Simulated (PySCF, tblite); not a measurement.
# H3S3N+ (doublet), a cluster model of a defect: EPR parameters

Aim: the EPR parameters of `SN(S)S`. It is drawn as: threefold N.

Programs: tblite 0.8.0 and PySCF 2.14.0. All values are calculated, for the isolated system unless a continuum is named. Atoms count from 0, parts from 1.

## (1) The system as given

7 atoms, charge 1, multiplicity 2; geometry: distance geometry start.

## (2) Geometry optimisation with GFN2-xTB

Job settings and geometry (Å):

```
{"job": {"kind": "relax", "xc": "GFN2-xTB", "basis": "xTB"}, "charge": 1, "multiplicity": 2}
N      0.312451     0.113078     0.582332
S     -0.491330     1.568595    -0.021896
S      1.560962    -0.428389    -0.591862
S     -0.867442    -1.161993     0.831121
H     -1.809918     1.175206    -0.356731
H      2.771514     0.078700    -0.077469
H     -1.487869    -1.362426    -0.401245
```

Method: GFN2-xTB geometry optimisation, gas phase.

Started as:

```sh
OMP_NUM_THREADS=1 python cluster_run.py task.json out
```

The driver reads the jobs from task.json and runs them one after another.

**Question.** The jobs that follow are: PBE0-D3(BJ)/def2-SVP geometry optimisation, gas phase; UKS B3LYP, IGLO-III on N S, pcH-1 on H, non-relativistic, mean-field spin-orbit, GIAO; UKS BHandHLYP, IGLO-III on N S, pcH-1 on H, non-relativistic, mean-field spin-orbit, GIAO. Predict: point group; rotational constants (main isotopes); g(iso) (B3LYP); ⟨S²⟩; largest a(iso).

The runs gave:

| quantity | value |
| --- | --- |
| point group | C1 |
| rotational constants (main isotopes) | 3.52, 3.33, 1.74 GHz |
| g(iso) (B3LYP) | 2.00513 |
| ⟨S²⟩ | 0.755 (exact 0.75) |
| largest a(iso) | 14N on N0, 27.1 MHz |

**Reading.** Over 10 steps the energy fell by 0.278 eV; of the close pairs, N0–S1 changed most, 1.751 to 1.706 Å (PBE0/def2-SVP). The largest spin populations lie on N0 (0.36 e), S2 (0.26 e). The isotropic g lies 2.8 ppt above the free-electron value. The coupling of 14N on N0 runs from 27.1 (B3LYP/IGLO-III+pcH-1) to 48.0 MHz (BHandHLYP/IGLO-III+pcH-1).
